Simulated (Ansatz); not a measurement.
Ansatz (a quantum-chemistry and plane-wave program) input (HF/3-21G): The .json file is the Basis Set Exchange's 3-21G.

Ansatz 0.2 input:
```yaml
crystal:
  periodic: [false, false, false]
  atoms:
    - {symbol: C, position_ang: [-1.12170049, -0.06477832, -0.00321981]}
    - {symbol: S, position_ang: [0.70892160, 0.04094030, 0.00203494]}
    - {symbol: H, position_ang: [-1.49834475, -0.72773810, -0.79531264]}
    - {symbol: H, position_ang: [-1.51919535, -0.45321230, 0.94541316]}
    - {symbol: H, position_ang: [-1.59500260, 0.91457557, -0.16334069]}
basis:
  gaussian:
    orbitals: 3-21G.json
hamiltonian:
  xc: {name: HF}
total_charge: -1
relax: {f_tol: 0.003, max_steps: 120}
```

Output:

```
WARN ansatz: RAYON_NUM_THREADS=1 ignored (pool sized by the plan → 1); use --threads N
Functional definition: HF
integrals: 0.00 GiB planned
359 factors; integrals over basis functions are off by at most 5.5e-4 eV
mean field: 0.05 GiB planned
mean field evaluation 1: about -11834.3605 eV, gradient 2.0e1 eV
mean field evaluation 2: about -11834.3593 eV, gradient 2.0e1 eV
mean field evaluation 4: about -11835.7666 eV, gradient 1.3e0 eV
mean field evaluation 8: about -11835.7772 eV, gradient 2.3e-2 eV
mean field -11835.77723118 eV, -434.9567906680 hartree, gradient 1.7e-5 eV, S^2 0.000000; 0 other end points of the search recorded, 0 dependent functions left out
the calculation of the forces begins
reference -11835.77723118 eV, -434.9567906680 hartree; 13, 13 occupied and 15, 15 virtual orbitals, 359 factors
relax step   1: F+E_penalty+E_count = -11835.77723118 eV  Δ(F+E_penalty+E_count) = +0.000e0 eV  max|allowed force component| = 1.875e0 eV/Å  Δτ_max = 0.0000 Å  (23 SCF iters, accepted)
these checks for a lower state are left out or cut short: starts, cluster_reference, orbital_swaps, neighbouring_geometries, increment
integrals: 0.00 GiB planned
359 factors; integrals over basis functions are off by at most 5.6e-4 eV
mean field: 0.05 GiB planned
mean field evaluation 16: about -11835.8177 eV, gradient 6.9e-5 eV
mean field -11835.81766134 eV, -434.9582764488 hartree, gradient 6.9e-5 eV, S^2 0.000000; 0 other end points of the search recorded, 0 dependent functions left out
the calculation of the forces begins
reference -11835.81766134 eV, -434.9582764488 hartree; 13, 13 occupied and 15, 15 virtual orbitals, 359 factors
relax step   2: F+E_penalty+E_count = -11835.81766134 eV  Δ(F+E_penalty+E_count) = -4.043e-2 eV  max|allowed force component| = 1.002e0 eV/Å  Δτ_max = 0.0214 Å  (21 SCF iters, accepted)
these checks for a lower state are left out or cut short: starts, cluster_reference, orbital_swaps, neighbouring_geometries, increment
integrals: 0.00 GiB planned
359 factors; integrals over basis functions are off by at most 5.6e-4 eV
mean field: 0.05 GiB planned
mean field -11835.83396119 eV, -434.9588754575 hartree, gradient 6.5e-5 eV, S^2 0.000000; 0 other end points of the search recorded, 0 dependent functions left out
the calculation of the forces begins
reference -11835.83396119 eV, -434.9588754575 hartree; 13, 13 occupied and 15, 15 virtual orbitals, 359 factors
relax step   3: F+E_penalty+E_count = -11835.83396119 eV  Δ(F+E_penalty+E_count) = -1.630e-2 eV  max|allowed force component| = 4.287e-2 eV/Å  Δτ_max = 0.0221 Å  (21 SCF iters, accepted)
these checks for a lower state are left out or cut short: starts, cluster_reference, orbital_swaps, neighbouring_geometries, increment
integrals: 0.00 GiB planned
359 factors; integrals over basis functions are off by at most 5.6e-4 eV
mean field: 0.05 GiB planned
mean field -11835.83402214 eV, -434.9588776971 hartree, gradient 5.5e-5 eV, S^2 0.000000; 0 other end points of the search recorded, 0 dependent functions left out
the calculation of the forces begins
reference -11835.83402214 eV, -434.9588776971 hartree; 13, 13 occupied and 15, 15 virtual orbitals, 359 factors
relax step   4: F+E_penalty+E_count = -11835.83402214 eV  Δ(F+E_penalty+E_count) = -6.094e-5 eV  max|allowed force component| = 2.841e-3 eV/Å  Δτ_max = 0.0022 Å  (16 SCF iters, accepted)
integrals: 0.00 GiB planned
359 factors; integrals over basis functions are off by at most 5.6e-4 eV
mean field: 0.05 GiB planned
mean field evaluation 32: about -11834.3436 eV, gradient 2.0e1 eV
mean field -11835.83402214 eV, -434.9588776971 hartree, gradient 5.5e-5 eV, S^2 0.000000; 1 other end points of the search recorded, 0 dependent functions left out
the calculation of the forces begins
reference -11835.83402214 eV, -434.9588776971 hartree; 13, 13 occupied and 15, 15 virtual orbitals, 359 factors
Total energy: -11835.83402214 eV, -434.9588776971 hartree
Atom 0 at    -1.156789    -0.066805    -0.003321 Å, force    -0.000744    -0.000043    -0.000002 eV/Å
Atom 1 at     0.748267     0.043213     0.002148 Å, force    -0.002841    -0.000164    -0.000008 eV/Å
Atom 2 at    -1.499805    -0.727144    -0.794480 Å, force     0.001284    -0.001387    -0.001799 eV/Å
Atom 3 at    -1.520634    -0.452909     0.944404 Å, force     0.001237    -0.000761     0.002168 eV/Å
Atom 4 at    -1.596361     0.913432    -0.163177 Å, force     0.001064     0.002355    -0.000359 eV/Å
Dipole moment:    -0.677344    -0.039117    -0.001944 e Å
```

The dipole moment of an ion depends on the origin.
